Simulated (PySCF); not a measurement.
# tetrafluoroethene: calculation and literature

Bonds (- single, = double, # triple, : aromatic): F1-C2 1.320 Å, C2-F3 1.320 Å, C2=C4 1.329 Å, C4-F5 1.321 Å, C4-F6 1.320 Å.

Published values to compare with: σ ¹⁹F F1/F3/F5/F6 330.4 ppm (measured; gas, 300 K; M. E. Harding, PhD thesis, Mainz 2008 (Harding, Lenhart, Auer, Gauss, JCP 2008, 128, 244111)).
δ ¹⁹F F1/F3/F5/F6 -134.0 ppm (measured; G. Saielli, R. Bini, A. Bagno, Computational 19F NMR. 2. Organic compounds, RSC Adv. 2014, ESI (exp. from Berger-Braun-Kalinowski 1994 and Everett 1995)).
σ ¹⁹F F1/F3/F5/F6 331.6 ppm (CCSD(T)/13s9p4d3f + vibration and temperature (MP2); gas, 300 K; M. E. Harding, PhD thesis, Mainz 2008 (Harding, Lenhart, Auer, Gauss, JCP 2008, 128, 244111)).
σ ¹⁹F F1/F3/F5/F6 338.8 ppm (CCSD(T)/13s9p4d3f; gas (isolated, no vibration); M. E. Harding, PhD thesis, Mainz 2008 (Harding, Lenhart, Auer, Gauss, JCP 2008, 128, 244111)).
δ ¹⁹F F1/F3/F5/F6 -129.7 ppm (CCSD(T)/cc-pVQZ; gas (isolated, no vibration); M. Maurer, PhD thesis, LMU Munich (Maurer, Ochsenfeld, JCTC 2015 SI; set of Flaig et al., JCTC 2014, 10, 572)). Coupling constants: ²J(F1,F3) 124.0 Hz, ³J(F1,F5) 73.3 Hz, ³J(F1,F6) -114.0 Hz.

[PySCF 2.14.0 with density-fitted response routines: couplings computed with B3LYP/pcJ-1; σ from GIAO-PBE0/pcSseg-1; GFN2-xTB structure; equivalent nuclei averaged; a single conformation; gas phase; no relativistic terms]

Q: What does the calculation give, and how does it compare?

A: 
Reference values: measured (gas, 300 K; M. E. Harding, PhD thesis, Mainz 2008 (Harding, Lenhart, Auer, Gauss, JCP 2008, 128, 244111)).
```csv
atoms,quantity,reference,computed
F1/F3/F5/F6,σ ¹⁹F,330.4,309.6
```

Reference values: measured (G. Saielli, R. Bini, A. Bagno, Computational 19F NMR. 2. Organic compounds, RSC Adv. 2014, ESI (exp. from Berger-Braun-Kalinowski 1994 and Everett 1995)).
```tsv
atoms	quantity	reference	computed	computed, scaled
F1/F3/F5/F6	δ ¹⁹F vs CFCl3	-134.0	-138.6	-133.4
```

Reference values: CCSD(T)/13s9p4d3f + vibration and temperature (MP2) (gas, 300 K; M. E. Harding, PhD thesis, Mainz 2008 (Harding, Lenhart, Auer, Gauss, JCP 2008, 128, 244111)).
```tsv
atoms	quantity	reference	computed
F1/F3/F5/F6	σ ¹⁹F	331.6	309.6
```

Reference values: CCSD(T)/13s9p4d3f (gas (isolated, no vibration); M. E. Harding, PhD thesis, Mainz 2008 (Harding, Lenhart, Auer, Gauss, JCP 2008, 128, 244111)).
| atoms | quantity | reference | computed |
| --- | --- | --- | --- |
| F1/F3/F5/F6 | σ ¹⁹F | 338.8 | 309.6 |

Reference values: CCSD(T)/cc-pVQZ (gas (isolated, no vibration); M. Maurer, PhD thesis, LMU Munich (Maurer, Ochsenfeld, JCTC 2015 SI; set of Flaig et al., JCTC 2014, 10, 572)).
```
      atoms                     quantity  reference  computed  computed, scaled
F1/F3/F5/F6  δ ¹⁹F vs CFCl3 (same level)     -129.7    -138.6            -133.4
```

Absolute shieldings are compared as such; zero-point and thermal motion, absent here, lowers them by some tenths of a ppm for H, a few ppm for C and up to about 10 ppm for F.

Computed shifts are σ(ref) − σ with the named reference compound (TMS for H and C) calculated as an isolated molecule at the same level. The measured values may be among those fitted. Shieldings were converted by a linear fit to measured shifts: ¹⁹F (scatter 6.0 ppm rms, 7.0 ppm with the 5 outliers that the fit left out vs CFCl3, solution or neat liquid, with a term for F on sp3 carbon). A few per cent of atoms miss by over 2 rms, more outside the fitted compound classes.

Coupling constants in Hz:
```tsv
coupling	reference	computed	source
²J(F1,F3)	124.0	52.1	measured; Jessen and Sauer, arXiv:2312.00705
³J(F1,F5)	73.3	123.3	measured; Jessen and Sauer, arXiv:2312.00705
³J(F1,F6)	-114.0	-156.2	measured; Jessen and Sauer, arXiv:2312.00705
```

Q: How far are the unscaled ¹⁹F shieldings from the references?

A: Mean signed difference -24.00 ppm, mean absolute 24.00 ppm over 3 comparisons; the largest is -29.2 ppm at F1/F3/F5/F6 (vinylic fluorine).

Q: How far are the unscaled ¹⁹F shifts from the references?

A: Mean signed difference -6.75 ppm, mean absolute 6.75 ppm over 2 comparisons; the largest is -8.9 ppm at F1/F3/F5/F6 (vinylic fluorine).

8 of the 13 published NMR values on file for this molecule are compared. The rest: other calculations.
